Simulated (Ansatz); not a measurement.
Reaction (SMILES): [CH]=CF → [CH-]=CF (an electron is taken up)
B3LYP-D3(BJ)/def2-TZVP geometries, fixed; electronic energies without zero-point terms; positive where energy is released.
Largest species:
```
C
C 1 1.3001
F 1 1.3501 2 123.21
H 2 1.0733 1 139.33 3 180.00
H 1 1.0877 2 125.07 4 0.00
```
Charge 0, spin multiplicity 2.

How fast the adiabatic electron affinity converges with the basis for several methods (Ansatz, a first-principles code): deviation from each method's own reference, in eV. References: MP2 1.822 eV, Hartree-Fock in aug-cc-pVQZ plus the correlation part extrapolated as X^-3 from aug-cc-pVTZ and aug-cc-pVQZ; PBE 1.489 eV, the value in aug-pcseg-3; PBE0 1.305 eV, the value in aug-pcseg-3; wB97M-V 1.497 eV, the value in aug-pcseg-3. All functions are spherical. In correlated methods cores are frozen. An unrestricted Hartree-Fock determinant is markedly spin-contaminated. Open shells are unrestricted. No added dispersion term, no relativity. Functionals ending in -V hold VV10 correlation. 

```csv
basis,functions,MP2,PBE,PBE0,wB97M-V
def2-SV(P),46,-1.103,-0.718,-0.564,-0.637
6-311+G**,78,-0.304,0.023,0.041,0.054
def2-SVPD,79,-0.342,-0.104,-0.065,-0.049
def2-TZVPP,121,-0.333,-0.223,-0.163,-0.167
def2-TZVPPD,148,-0.160,-0.055,-0.035,-0.030
cc-pVQZ,225,-0.245,-0.214,-0.159,-0.167
def2-QZVPP,231,-0.149,-0.104,-0.071,-0.071
pcseg-3,246,-0.102,-0.031,-0.017,-0.018
```

Mean absolute deviation over 6-311+G**, def2-TZVPP, def2-TZVPPD: PBE0 0.080, wB97M-V 0.084, PBE 0.100, MP2 0.265 eV.
